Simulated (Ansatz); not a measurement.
Reaction (SMILES): ClCl [molecular chlorine] + [H][H] (H2) → 2 Cl (HCl)

Quantity: energy of full hydrogenation (enthalpy at 298 K), in kcal/mol. Conventions: 6-31G* and kin with 6d, 5d where marked; LANL2DZ with its own core potentials from Na on; non-relativistic; 6-311+G** with 5d, 6d on Na to Ar in Ansatz (a program for electronic structure); frozen cores in correlated levels; spin-orbit terms left out. CBS(X,Y): correlation extrapolated as X^-3; Hartree-Fock from the larger set (for Q and 5 zeta extrapolated as (X+1)exp(-9√X)). First-principles rows: single points at B3LYP-D3(BJ) geometries (Ansatz), with unscaled harmonic terms from B3LYP/6-31G* at its own minima.

Measured values: Active Thermochemical Tables 1.112 (ions: stationary electron), as tabulated in the package chemicals; they hold spin-orbit and core effects, anharmonicity. 

Value to compare with, the measured value: -44.1 kcal/mol.

| level | program | energy of full hydrogenation (enthalpy at 298 K) (kcal/mol) | error |
|---|---|---|---|
| B3LYP/STO-3G | Ansatz | -17.8 | 26.3 |
| B3LYP/3-21G | Ansatz | -44.9 | -0.8 |
| B3LYP/LANL2DZ | Ansatz | -46.3 | -2.2 |
| B3LYP/6-31G | Ansatz | -43.1 | 1.0 |
| B3LYP/6-31G* | Ansatz | -40.4 | 3.7 |
| B3LYP/6-31+G* | Ansatz | -41.5 | 2.6 |
| B3LYP/6-31G** | Ansatz | -44.9 | -0.8 |
| B3LYP/def2-SVP | Ansatz | -45.0 | -0.9 |
| B3LYP/cc-pVDZ | Ansatz | -45.5 | -1.4 |
| B3LYP/6-311+G** | Ansatz | -48.1 | -4.0 |
| B3LYP/def2-TZVPD | Ansatz | -42.9 | 1.2 |
| CCSD(T)/CBS(cc-pV(Q+d)Z,cc-pV(5+d)Z) | Ansatz | -44.7 | -0.6 |

Among the 10 habitual levels, B3LYP/STO-3G lies farthest from the measured value (26.3 kcal/mol); 4 of 10 lie above it, and their mean absolute error is 4.4 kcal/mol, the median 1.8. One case shows no general order.

The sets are all those run for this method; runs whose electronic state is in doubt are left out.
